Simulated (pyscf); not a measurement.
A first-order saddle from PySCF, ωB97X-D3(BJ)/def2-SVP:

```xyz
6

O     -2.1990     0.7982     1.1612
Zn    -1.0339     0.0814     0.0258
Cl    -0.0822    -2.1661     0.0452
H     -2.4512     1.7052     0.9577
H     -0.0198     0.0437    -1.3139
H      0.1302    -0.9906    -0.9184
```

Surface: singlet, charge 0. Lowest wavenumbers (cm⁻¹): 1046i, 133, 213, 255, 330.

Problem. What reaction is this the transition state of?

Solution. HO–Zn–Cl (SMILES [OH][Zn][Cl]) + H₂ (SMILES [H][H]) <-> HO–ZnH (SMILES [OH][ZnH]) + HCl (SMILES Cl), a four-centre exchange read from left to right: Cl–Zn, H–H broken and H–Zn, Cl–H formed. At ωB97M-D3(BJ)/def2-TZVP it lies +36.0 kcal/mol from the left side and +12.8 kcal/mol from the right (each side as separated species at their lowest minima found). On the product side the descent ends in a complex, 4.6 kcal/mol under the separated species and 14.8 kcal/mol under the saddle at ωB97X-D3(BJ)/def2-TZVP. The same reactants have a lower exit, to H₂O + Cl–ZnH (barrier +21.7 kcal/mol at ωB97M-D3(BJ)/def2-TZVP, against +36.0 kcal/mol here). One saddle was located; it need not be the lowest between these sides. Elements up to Kr have no core potential and no relativistic terms here.
